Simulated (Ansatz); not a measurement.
A made-up structure of SiH₃S (charge +1), singlet:

```
5
angstrom
Si -0.3063 -0.3712 -0.0869
S 0.4540 1.0968 -0.6830
H -0.0954 -1.0351 1.3387
H -1.0689 -0.7273 -1.1468
H 1.0165 1.0369 0.5780
```

It is relaxed with PBE-D4/def2-SVP and then PBE0-D4/def2-TZVP (Ansatz 0.2.0). Atoms count as bonded within 1.22 times the sum of their covalent radii (H–H: 0.88 Å). The end point is not checked to be a true minimum.

Does its bonding change? (A judgement: the text doesn't fix the answer.)

Computed: No: no bond forms or breaks.

Where it ends: The first stage lowers the energy by 2.24 eV in 5 steps. It ends as SiH₃S ([SiH2][SH]), total charge +1:
Si1  (-0.378, -0.458, -0.109)
S2  (0.613, 1.247, -0.575)
H3  (-0.206, -1.099, 1.204)
H4  (-1.266, -1.006, -1.144)
H5  (1.237, 1.316, 0.623)
(Å)

Labels in which every atom is bracketed show which atoms are joined, not bond orders.

For scale, one of the runs: PBE0-D4/def2-TZVP relaxation, 92 basis functions, launched by `ansatz run in.yaml --threads 2 --pin off --events-out ev --progress --plain --max-ram 4352MiB`. Hardware: 2 CPU threads of an Arm Neoverse V2, shared host. Wall time about 4.5 s.
